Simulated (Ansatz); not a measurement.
How far each method lies from UCCSDT(Q) for GaH$_{2}$⁻, triplet

Geometry: displaced at random from a stationary point.

```xyz
3

Ga   -0.0006   -0.0228    0.0009
H    -0.0015    0.7592   -1.4093
H     0.0465    0.8185    1.3462
```

Basis aug-cc-pVDZ; Ansatz 0.2.0. Only valence electrons are correlated (noble-gas cores and the filled d shells of p-block atoms frozen), which leaves 6 electrons in 40 orbitals. R marks a restricted (for open shells ROHF) determinant, U an unrestricted one. Active spaces: valence = (6e, 6o) chosen from the atoms' valence shells. No spin–orbit coupling is included, and no scalar relativity.

Full CI isn't at hand for all of this; UCCSDT(Q) serves as the reference, and is uncertain by the last step of the cluster series or more. The frozen core follows each run's orbitals, which can shift R against U totals by a few meV for light atoms and by up to 0.1 eV past Ca.

```
UHF ⟨S²⟩                          : 2.004
T1 diagnostic (RCCSD)             : 0.0231
largest doubles amplitude (RCCSD) : 0.038
T1 diagnostic (UCCSD)             : 0.0182
```

From what is known of these methods and the diagnostics, rank them by the size of their error in total energy against UCCSDT(Q) in aug-cc-pVDZ, smallest first (an estimate: the text doesn't fix the numbers).
A. UCCSD(T)
B. UCCSD
C. UCCSDT
D. UHF
E. UMP2

C (0.1 kJ/mol), A (2.0 kJ/mol), B (7.5 kJ/mol), E (63.0 kJ/mol), D (243.5 kJ/mol).

All errors are against UCCSDT(Q) in aug-cc-pVDZ. Within each family the higher level lies nearer, as is usual though not guaranteed.

Natural occupations of CASSCF (valence space) about the gap: 1.982 1.969 1.002 1.000 0.028 0.019; effectively unpaired electrons, Σ n²(2−n)², 2.01.
